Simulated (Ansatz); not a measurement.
What does this script print? It uses the Ansatz DFT code, driven from Python.

Script `conformers.py`:
```python
import ansatz
from rdkit import Chem
from rdkit.Chem import AllChem

BASIS = '6-31G*'
FUNCTIONAL = 'r2scan'
NET_CHARGE = 1


def main() -> None:
    rd = Chem.AddHs(Chem.MolFromSmiles('CC[O+](C)C'))
    ids = list(AllChem.EmbedMultipleConfs(rd, numConfs=20, randomSeed=692, pruneRmsThresh=0.4))
    field = [energy for _, energy in AllChem.MMFFOptimizeMoleculeConfs(rd)]
    distinct = {round(e, 2): i for i, e in zip(ids, field)}
    chosen = sorted(distinct.items())[:4]
    found = []
    for force_field, index in chosen:
        c4h11o = ansatz.Crystal.molecule()
        for atom, xyz in zip(rd.GetAtoms(), rd.GetConformer(index).GetPositions()):
            c4h11o = c4h11o.atom(atom.GetSymbol(), xyz.round(5).tolist())
        calc = (
            c4h11o.calculation()
            .basis(gaussian=BASIS)
            .functional(FUNCTIONAL)
            .charge(NET_CHARGE)
            .accuracy('high')
        )
        found.append(calc.run(threads=1, pin='off').report['free_energy_ev'])
    print('conformer   MMFF (kcal/mol)   this level (kJ/mol)')
    for (force_field, index), e in zip(chosen, found):
        print(f'{index:9d} {force_field - chosen[0][0]:17.2f} {96.485332 * (e - min(found)):17.3f}')


if __name__ == '__main__':
    main()
```

```console
$ python conformers.py
conformer   MMFF (kcal/mol)   this level (kJ/mol)
        0              0.00             2.644
        1              0.77             0.000
```

These settings explore the input space; basis and method may be short of convergence. The conformers keep their force-field geometries. It ran for 64 s on 1 thread of Arm Neoverse N1, with other jobs on the host, peak memory 0.49 GiB.
